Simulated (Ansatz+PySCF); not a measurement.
Results of a calculation; reference values are marked as such.
## PySCF 2.14.0 run

```python
from pyscf import gto, scf, cc

mol = gto.M(atom="""
Al 0.000000 0.000000 0.000000
P 0.000000 0.000000 2.300000
""", basis='6-31g', charge=0, spin=2)
mf = scf.UHF(mol)
mf.kernel()
mycc = cc.CCSD(mf, frozen=10).run()
et = mycc.ccsd_t()
print(mf.e_tot, mycc.e_corr, et, mycc.e_tot + et)
```

The script is written out from the run's settings.

The run gave:

- Converged: yes
- Reference energy: -582.54438 hartree
- CCSD correlation energy: -0.08197 hartree
- Triples correction: -0.00315 hartree
- Total energy: -582.62950 hartree
- Spin squared of the determinant: 2.110

Caution: the unrestricted determinant is spin contaminated.
